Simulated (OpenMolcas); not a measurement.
# BN2H5 (SMILES NBN): HCTH407/ANO-L-VDZP (RICD fitting, C-PCM carbontetrachloride)

Aim: the vertical ionisation energy of BN2H5 at HCTH407/ANO-L-VDZP (RICD fitting, C-PCM carbontetrachloride), from 2 runs. 

Program for the calculation: OpenMolcas 26.06.

6 further runs of the same task are left out: 1 that didn't finish, 5 set aside as unsound or not needed.

## (1) The structure to begin with

The species is BN2H5 (8 atoms), meant as a singlet with charge 0. SMILES: `NBN`. The coordinates come from a PBE0-D4/def2-TZVP relaxation.

Bond lengths: N1–B2 1.409 Å, B2–N3 1.409 Å, N1–H4 1.005 Å, N1–H5 1.002 Å, B2–H6 1.200 Å, N3–H7 1.003 Å, N3–H8 1.005 Å. Angles: N1–B2–N3 122.9°, N1–B2–H6 118.5°, N3–B2–H6 118.5°, B2–N1–H4 124.5°, B2–N1–H5 121.9°, B2–N3–H7 121.9°, B2–N3–H8 124.5°, H4–N1–H5 113.6°, H7–N3–H8 113.6°.

## (2) Energy and gradient at HCTH407/ANO-L-VDZP (RICD fitting, C-PCM carbontetrachloride)

The input, input.xyz:

```xyz
8

N     -0.971000     0.516500    -0.581100
B      0.194200     0.386600     0.200500
N      0.848200    -0.845200     0.401400
H     -1.426800    -0.244500    -1.053400
H     -1.423900     1.400900    -0.713700
H      0.649700     1.368600     0.718000
H      1.676700    -0.919800     0.960900
H      0.545000    -1.720300     0.011600
```

The input, run.inp:

```
>>> EXPORT MOLCAS_PRINT=2
&GATEWAY
Coord
input.xyz
Basis
ANO-L-VDZP
Group
NoSym
RICD
RF-Input
PCM-Model
Solvent=carbontetrachloride
Conductor
End of RF-Input
&SEWARD
&SCF
KSDFT
GGA_XC_HCTH_407
PrOrbitals
1 1
&ALASKA
```

The run is started by

```console
$ export MOLCAS_MEM=1860
$ pymolcas run.inp > run.log
```

The log of the run:

```text
--- Start Module: gateway ---
[...]
--- Stop Module: gateway /rc=_RC_ALL_IS_WELL_ ---
[...]
      Basis functions           67
[...]
--- Start Module: scf ---
[...]
       Convergence after  11 Iterations
[...]
::    Total KS-DFT energy                            -137.4825067367
[...]
      Total spin, S                                     0.0000000000
[...]
      Total electronic charge=   24.000000
      Total            charge=   -0.000000
[...]
      Dipole Moment (debye):
      Origin of the operator (angstrom)=    0.0100   -0.0105   -0.0088
                   X= -5.8175E-01               Y= -1.2665E+00               Z= -6.6617E-01           Total=  1.5447E+00
      Quadrupole Moment (debye*angstrom):
[...]
--- Stop Module: scf /rc=_RC_ALL_IS_WELL_ ---
[...]
--- Start Module: alaska ---
[...]
 *              Molecular gradients               *
 **************************************************
  Irreducible representation: a
 ------------------------------------------------------------------------------------------
                              X                       Y                       Z
 ------------------------------------------------------------------------------------------
  N1                3.87189578189240E-03   -7.77072065825557E-04    2.51274466424078E-03
  B2               -8.89015215919997E-04   -6.07018550683369E-03   -2.83787484477394E-03
  N3               -2.56109970966456E-03    3.75815773483179E-03   -1.04540611019899E-03
  H4                4.67430025296167E-03    7.64700922963302E-03    4.82779204572514E-03
  H5                4.99305132684746E-03   -8.83206840436568E-03    1.65154594440398E-03
  H6               -4.63970243266720E-03   -5.98874779735592E-03   -3.51088245970455E-03
  H7               -8.50379444548377E-03    1.31196844579062E-03   -5.59196487871372E-03
  H8                3.05436444200247E-03    8.95093836408956E-03    3.99404563899886E-03
[...]
--- Stop Module: alaska /rc=_RC_ALL_IS_WELL_ ---
[...]
```

Wall time 17 s (1 thread of Arm Neoverse V1, shared host).

## (3) The doublet cation

input.xyz is that of step 2.

The input, run.input:

```
&GATEWAY
  Coord=input.xyz
  Basis=ANO-L-VDZP
  Group=NoSym
  RICD
  RF-Input
  PCM-Model
  Solvent=carbontetrachloride
  Conductor
  End of RF-Input

&SEWARD

&SCF
  UHF
  Charge=1
  Spin=2
  KSDFT=GGA_XC_HCTH_407
  PrOrbitals=1 1

&ALASKA
```

The run is started by

```console
$ export MOLCAS_MEM=1860
$ pymolcas run.input > run.log
```

The log of the run:

```text
--- Start Module: gateway ---
[...]
--- Stop Module: gateway /rc=_RC_ALL_IS_WELL_ ---
[...]
      Basis functions           67
[...]
--- Start Module: scf ---
[...]
       Convergence after  17 Iterations
[...]
::    Total KS-DFT energy                            -137.1976399320
[...]
      Total spin, S                                     0.5068470280
[...]
      Total electronic charge=   23.000000
      Total            charge=    1.000000
[...]
      Dipole Moment (debye):
      Origin of the operator (angstrom)=    0.0100   -0.0105   -0.0088
                   X= -7.0103E-01               Y= -1.5218E+00               Z= -8.0045E-01           Total=  1.8569E+00
      Center of Charge (angstrom)
[...]
--- Stop Module: scf /rc=_RC_ALL_IS_WELL_ ---
[...]
--- Start Module: alaska ---
[...]
 *              Molecular gradients               *
 **************************************************
  Irreducible representation: a
 ------------------------------------------------------------------------------------------
                              X                       Y                       Z
 ------------------------------------------------------------------------------------------
  N1               -1.40795845986474E-03    1.25581700042465E-02    1.57370933570755E-03
  B2               -1.23027590476139E-02   -3.16171255973754E-02   -1.62094328585516E-02
  N3                9.25545725760424E-03    4.39588701637295E-03    7.25544213529972E-03
  H4                1.08674253543422E-02    1.67575061429317E-02    1.09826582156951E-02
  H5                9.97419084306905E-03   -2.09670216530360E-02    2.63826827567837E-03
  H6               -3.43449024900955E-03   -2.29631711715106E-03   -1.68560250410166E-03
  H7               -1.92854059260776E-02    9.60405408836795E-04   -1.31391131072269E-02
  H8                6.33354022752353E-03    2.02084957951794E-02    8.58407050750465E-03
[...]
--- Stop Module: alaska /rc=_RC_ALL_IS_WELL_ ---
[...]
```

Run time: 26 s. Hardware: 1 thread of Arm Neoverse V1, shared host.

## (4) Summary of results

At HCTH407/ANO-L-VDZP (RICD fitting, C-PCM carbontetrachloride):

| quantity | value |
| --- | --- |
| singlet BN2H5: total energy | -137.48251 Eh |
| singlet BN2H5: dipole moment | 1.54 D |
| singlet BN2H5: HOMO energy | -5.71 eV |
| singlet BN2H5: LUMO energy | -0.17 eV |
| singlet BN2H5: HOMO–LUMO gap | 5.54 eV |
| singlet BN2H5: largest force on an atom | 0.529 eV/Å |
| doublet cation: total energy | -137.19764 Eh |
| doublet cation: HOMO energy (highest over α and β) | -11.51 eV |
| doublet cation: LUMO energy (lowest over α and β) | -9.78 eV |
| doublet cation: ⟨S²⟩ | 0.764 |
| doublet cation: largest force on an atom | 1.933 eV/Å |
| vertical ionisation energy (to the doublet cation) | 7.752 eV |

What this shows: The vertical ionisation energy comes to 7.75 eV (179 kcal/mol). The largest force (singlet BN2H5) is 0.53 eV/Å: the shape isn't a stationary point for this species at this level. The continuum is in equilibrium with both charges, so this lies below a true vertical value in solution, where the slow polarisation stays frozen. −ε(HOMO) before ionisation, 5.71 eV, is 2.04 eV below this ionisation energy. Mulliken charges (singlet BN2H5) run from -0.58 on B2 to +0.18 on N1; they depend strongly on the basis.
